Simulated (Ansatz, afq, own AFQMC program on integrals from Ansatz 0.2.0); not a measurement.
**Where AFQMC and coupled cluster stand for CHB, triplet**

```xyz
3

B     0.0000    0.0000    0.0901
C     0.0000    0.0000   -1.3588
H     0.0000    0.0000    1.2688
```

Connectivity, by distances: BH–C.

Basis 6-31G. Noble-gas cores (and the filled d shells of Ga–Kr and In–Xe) are frozen. Ansatz 0.2.0 and our own AFQMC program on the same integrals; the CISD trial comes from CCSD amplitudes, and released means the phaseless constraint is let go. ± is one standard error of the sampling.

Determinant: UHF, the one that the program's search chose, which needn't be the lowest solution. The geometry is a point of a scan.

Full CI on the same integrals is exact in this basis and with this determinant's frozen core.

Cautions: lower spins were not checked; strong correlation (T1 0.074, weight of the determinant 0.82, largest double 0.16); unrestricted determinant spin contaminated (⟨S²⟩ 2.41 against 2.00); the released energies have errors that jump between times, so the bars are unsure, so no released level is given (meV from the phaseless value at times in 1/Eh: -2 ± 3 at 0.24, -6 ± 3 at 0.51, 103 ± 111 at 0.99, -15 ± 3 at 1.62, -13 ± 3 at 2.40), though the last usable value meets full CI within the noise.

- T1 diagnostic: 0.0737
- weight of the determinant in the CISD state: 0.817
- ⟨S²⟩ of the determinant: 2.409
- size of the correlated space: 8 electrons in 18 orbitals

```csv
level,correlation energy (eV)
MP2,-2.1885
CCSD,-3.1793
CCSD(T),-3.2792
```

Problem. Estimate where phaseless AFQMC with the Hartree–Fock trial lies against CCSD(T) on the same integrals.

Solution. 1.47 ± 0.81 mEh below CCSD(T). The gap is under twice the noise, so this walk alone can't tell the two apart.

Reference: full CI, correlation energy -3.327 eV. The cautions show a poor starting determinant, so the rows tell how each method copes with it here, and full CI is the sure value.

| level | E − E(reference) (mEh) | share of correlation (%) |
| --- | --- | --- |
| CCSD(T) | 1.77 | 98.55 |
| CCSDT | 0.37 | 99.69 |
| CCSDT(Q) | 0.02 | 99.98 |
| CCSDTQ | 0.03 | 99.97 |
| ph-AFQMC/HF | 0.30 ± 0.81 | 99.75 |
| ph-AFQMC/CISD | 0.43 ± 0.14 | 99.64 |

CCSDT and higher add their correlation energy to the determinant of the CCSD(T) run, since their own runs factorise the integrals more tightly (a shift of under 2 meV).
